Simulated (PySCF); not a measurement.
Gas-phase reaction: 2 AlH2Cl + 4 H ⇌ Al2H6 + 2 HCl

Computed with PySCF and rigid-rotor harmonic-oscillator thermochemistry at 1 bar. † marks an energy on the PBE0/def2-TZVP geometry and frequencies; other levels use their own. MP2 freezes the core. 6-31G* has spherical d functions here. Open shells (unrestricted): H (multiplicity 2); the rest are closed-shell singlets. B3LYP is the form with VWN-RPA correlation. AlH2Cl, Al2H6: computed as isolated molecules; such fragments, hydroxides, amides, oligomers or adducts are transient or little studied in the gas. MP2 isn't extrapolated to the basis-set limit; its ΔH°(298 K) is -609.4 kJ in def2-SVP and -647.3 kJ in def2-TZVPP. The harmonic model lacks anharmonicity and excited electronic states, which grow with temperature; levels with a mode under 35 cm⁻¹ are left out.

```tsv
level	ΔE electronic, kJ	ΔH°(298 K), kJ	ΔS°(298 K), J/K	ΔG°(1600 K), kJ
B3LYP/6-31G*	-738	-680	-317	-132
BLYP/def2-TZVP†	-749	-690	-316	-142
HF/def2-TZVP†	-527	-467	-316	80
M06-2X/def2-TZVP†	-736	-677	-316	-130
MP2/def2-SVP†	-669	-609	-316	-62
PBE0/def2-SVP†	-722	-663	-316	-115
```
ΔH° is lowest at BLYP/def2-TZVP† and highest at HF/def2-TZVP†. No reference value is set beside these.
